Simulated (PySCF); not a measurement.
Gas-phase reaction: HPO₃ + H₂O₂ ⇌ PH₃ + 5 O

Energies from PySCF (xtb for GFN2), thermal terms from the rigid-rotor harmonic-oscillator model, ideal gas at 1 bar. S°(298 K) at PBE0/def2-TZVP differs from the NASA 1993 table for H₂O₂ (-8 J/mol/K); whether the harmonic model or the table's entry is off was not settled. † marks an energy on the PBE0/def2-TZVP geometry and frequencies; other levels use their own. CCSD(T) freezes the core. 6-31G* has spherical d functions here. Open shells (unrestricted): O (multiplicity 3, electronic degeneracy 9); the rest are closed-shell singlets. GFN2 has no spin-polarisation term. Spin-orbit splitting is ignored; it lowers the true energy and changes the entropy of O. B3LYP is the form with VWN-RPA correlation. No R ln 2 is added for the mirror-image form of H₂O₂. HPO₃: computed as isolated molecules; such fragments, hydroxides, amides, oligomers or adducts are transient or little studied in the gas. CCSD(T) isn't extrapolated to the basis-set limit; its ΔH°(298 K) is 1728.2 kJ in def2-SVP and 1970.0 kJ in def2-TZVPP. The harmonic model lacks anharmonicity and excited electronic states, which grow with temperature; levels with a mode under 35 cm⁻¹ are left out. Internal rotation in HPO₃, H₂O₂ is treated as a harmonic vibration of one conformer, which makes the entropy rough. Warning, point group unlike the PBE0 one: H₂O₂ (GFN2-xTB).

| level | ΔE electronic, kJ | ΔH°(298 K), kJ | ΔS°(298 K), J/K | ΔG°(600 K), kJ |
|---|---|---|---|---|
| B3LYP/6-31G* | 1937 | 1888 | 510 | 1579 |
| B3LYP/def2-TZVP† | 2065 | 2013 | 513 | 1701 |
| CCSD(T)/def2-SVP† | 1780 | 1728 | 513 | 1417 |
| CCSD(T)/def2-TZVPP† | 2022 | 1970 | 513 | 1659 |
| GFN2-xTB | 3872 | 3829 | 506 | 3522 |
| PBE/def2-SVP | 2186 | 2139 | 508 | 1831 |
| PBE0/def2-QZVP† | 2096 | 2044 | 513 | 1733 |
| PBE0/def2-SVP† | 1971 | 1919 | 513 | 1608 |
| PBE0/def2-TZVP | 2075 | 2023 | 513 | 1712 |
| r2SCAN/def2-TZVP† | 2132 | 2080 | 513 | 1769 |
| ωB97M-V/def2-TZVP† | 2117 | 2065 | 513 | 1754 |
ΔH° is lowest at CCSD(T)/def2-SVP† and highest at GFN2-xTB. No reference value is set beside these.
